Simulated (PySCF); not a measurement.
**Frontier levels across methods**

Compound: C3H5N3.
Numbering: `[CH3:1][n:2]1[cH:3][n:4][cH:5][n:6]1` (hydrogens: H7, H8, H9 on C1; H10 on C3; H11 on C5)

Cartesian coordinates in Å at the PBE0-D3(BJ)/def2-SVP level; atoms count from 1:
```xyz
11
C3H5N3 angstrom
C     -1.6160   -0.1113    0.0730
N     -0.1809   -0.0494    0.0004
C      0.6194    1.0212   -0.1814
N      1.8816    0.6521   -0.1571
C      1.7950   -0.6827    0.0486
N      0.5634   -1.1487    0.1494
H     -1.9374   -0.3968    1.0851
H     -1.9943   -0.8534   -0.6431
H     -2.0295    0.8748   -0.1740
H      0.2354    2.0310   -0.3266
H      2.6632   -1.3368    0.1258
```

Basis pcSseg-2 throughout (PySCF), one geometry. Geometry: PBE0-D3(BJ)/def2-SVP; no solvent, vibrations or thermal averaging.

**Question.** How do the orbital energies, the gap and the dipole change with the method?

**Answer.** 
```tsv
method	kind	HOMO (eV)	LUMO (eV)	gap (eV)	μ (D)	SCF cycles
BLYP	GGA	-6.33	-0.90	5.42	3.32	16
OPBE	GGA	-6.38	-0.87	5.51	3.28	16
PBE	GGA	-6.42	-0.99	5.43	3.32	16
B97-D	GGA	-6.44	-0.92	5.53	3.30	16
KT2	GGA	-6.52	-0.92	5.59	3.25	16
KT3	GGA	-6.52	-0.94	5.58	3.22	15
BP86	GGA	-6.54	-1.07	5.47	3.33	16
LDA	LDA	-6.57	-1.22	5.35	3.40	15
B97-2	global hybrid	-7.40	-0.05	7.35	3.34	14
B3LYP	global hybrid	-7.46	-0.27	7.19	3.36	14
PBE0	global hybrid	-7.67	0.00	7.67	3.37	14
mPW1PW91	global hybrid	-7.68	-0.01	7.67	3.36	14
BHandHLYP	global hybrid	-8.63	0.87	9.50	3.39	13
CAM-B3LYP	range-separated hybrid	-9.01	1.04	10.04	3.41	14
wB97X-D	range-separated hybrid	-9.50	1.81	11.31	3.40	15
HF	Hartree–Fock	-9.99	2.35	12.35	3.39	12
LC-wPBE	range-separated hybrid	-10.37	2.13	12.50	3.45	14
```

The HOMO spans 4.04 eV, from BLYP down to LC-wPBE, and the gap runs from 5.35 eV (LDA) to 12.50 eV (LC-wPBE). Over the methods BLYP (0 %), OPBE (0 %), PBE (0 %), B97-D (0 %), KT2 (0 %), KT3 (0 %), BP86 (0 %), LDA (0 %), B97-2 (21 %), B3LYP (20 %), PBE0 (25 %), mPW1PW91 (25 %), BHandHLYP (50 %), HF (100 %), a straight line through the gap against the share of exact exchange rises by 0.71 eV for each 10 % (correlation coefficient 0.994). The dipole ranges from 3.22 D (KT3) to 3.45 D (LC-wPBE). This basis has no diffuse functions.

The vertical ΔSCF ionisation energy at PBE0/def2-SVPD is 9.89 eV; −ε(HOMO) comes closest to it with HF (9.99 eV).
